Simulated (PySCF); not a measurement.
PySCF input (PBE0/def2-QZVPPD):

```python
import numpy as np, basis_set_exchange as bse
from pyscf import gto, scf, dft, df
from pyscf.prop.nmr import rks as nmr

basis = {'H': gto.basis.parse(bse.get_basis('def2-QZVPPD', elements=['H'], fmt='nwchem'))}
mol = gto.M(
    atom='''
    H    -0.00000000   -0.00000000   -0.37201156
    H     0.00000000    0.00000000    0.37201156
    ''',
    basis=basis,
    charge=0,
    verbose=4,
    max_memory=2160,
)
mf = dft.RKS(mol, xc='pbe0')
mf.grids.level = 3
mf.conv_tol = 1e-9
mf.max_cycle = 100
print('smallest overlap eigenvalue', np.linalg.eigvalsh(mol.intor('int1e_ovlp'))[0])
mf.kernel()
dip = mf.dip_moment()
n = nmr.NMR(mf)
n.verbose = 2
n.max_cycle_cphf = 60
sigma = n.kernel()
for i, x in enumerate(sigma):
    print(mol.atom_symbol(i), i + 1, round(x.trace() / 3, 3))
```

Output:

```
PySCF version 2.14.0

[INPUT] verbose = 4
[INPUT] num. atoms = 2
[INPUT] num. electrons = 2
[INPUT] charge = 0
[INPUT] spin (= nelec alpha-beta = 2S) = 0
[INPUT] symmetry False subgroup None
[INPUT] Mole.unit = angstrom
[INPUT] Symbol           X                Y                Z      unit          X                Y                Z       unit  Magmom
[INPUT]  1 H      0.000000000000   0.000000000000  -0.372011560000 AA    0.000000000000   0.000000000000  -0.702999963572 Bohr   0.0
[INPUT]  2 H      0.000000000000   0.000000000000   0.372011560000 AA    0.000000000000   0.000000000000   0.702999963572 Bohr   0.0

nuclear repulsion = 0.711237590197466
number of shells = 22
number of NR pGTOs = 72
number of NR cGTOs = 66
basis = {'H': [[0, [190.69169, 0.00070815167], [28.605532, 0.0054678827], [6.5095943, 0.027966605], [1.8412455, 0.10764538]], [0, [0.59853725, 1.0]], [0, [0.21397624, 1.0]], [0, [0.080316286, 1.0]], [1, [2.292, 1.0]], [1, [0.838, 1.0]], [1, [0.292, 1.0]], [1, [0.084063199228, 1.0]], [2, [2.062, 1.0]], [2, [0.662, 1.0]], [3, [1.397, 1.0]]]}
ecp = {}
smallest overlap eigenvalue 2.9801435219101536e-05

******** <class 'pyscf.dft.rks.RKS'> ********
method = RKS
initial guess = minao
damping factor = 0
level_shift factor = 0
DIIS = <class 'pyscf.scf.diis.CDIIS'>
diis_start_cycle = 1
diis_space = 8
diis_damp = 0
SCF conv_tol = 1e-09
SCF conv_tol_grad = None
SCF max_cycles = 100
direct_scf = True
direct_scf_tol = 1e-13
XC library pyscf.dft.libxc version 7.1.2
    S. Lehtola, C. Steigemann, M. J. T. Oliveira, and M. A. L. Marques,  SoftwareX 7, 1–5 (2018)
XC functionals = pbe0
    C. Adamo and V. Barone,  J. Chem. Phys. 110, 6158 (1999)
    M. Ernzerhof and G. E. Scuseria,  J. Chem. Phys. 110, 5029 (1999)
radial grids:
    Treutler-Ahlrichs [JCP 102, 346 (1995); DOI:10.1063/1.469408] (M4) radial grids

becke partition: Becke, JCP 88, 2547 (1988); DOI:10.1063/1.454033
pruning grids: <function nwchem_prune>
grids dens level: 3
symmetrized grids: False
atomic radii adjust function: <function treutler_atomic_radii_adjust>
small_rho_cutoff = 0
Set gradient conv threshold to 3.16228e-05
Initial guess from minao.
tot grids = 19616
init E= -0.935364965979757
  HOMO = -0.465034212687956  LUMO = 0.0357496184786522  gap/eV = 13.62702
cycle= 1 E= -1.16876768572523  delta_E= -0.233  |g|= 0.0265  |ddm|=  0.4
  HOMO = -0.43479083853154  LUMO = 0.0570571264117317  gap/eV = 13.38386
cycle= 2 E= -1.16900380067292  delta_E= -0.000236  |g|= 0.00412  |ddm|= 0.0166
  HOMO = -0.440673923774979  LUMO = 0.0550460731650556  gap/eV = 13.48923
cycle= 3 E= -1.16901006541927  delta_E= -6.26e-06  |g|= 0.000103  |ddm|= 0.0021
  HOMO = -0.440610210101037  LUMO = 0.0550914415763046  gap/eV = 13.48873
cycle= 4 E= -1.16901006955365  delta_E= -4.13e-09  |g|= 5.05e-06  |ddm|= 0.00012
  HOMO = -0.440608827256683  LUMO = 0.0550935091353115  gap/eV = 13.48875
cycle= 5 E= -1.16901006956475  delta_E= -1.11e-11  |g|= 9.9e-08  |ddm|= 7.52e-06
  HOMO = -0.440608855390151  LUMO = 0.0550935235973087  gap/eV = 13.48875
Extra cycle  E= -1.16901006956476  delta_E= -4.88e-15  |g|= 9.27e-09  |ddm|= 1.87e-07
converged SCF energy = -1.16901006956476
Dipole moment(X, Y, Z, Debye):  0.00000,  0.00000, -0.00000
H 1 26.643
H 2 26.643
```
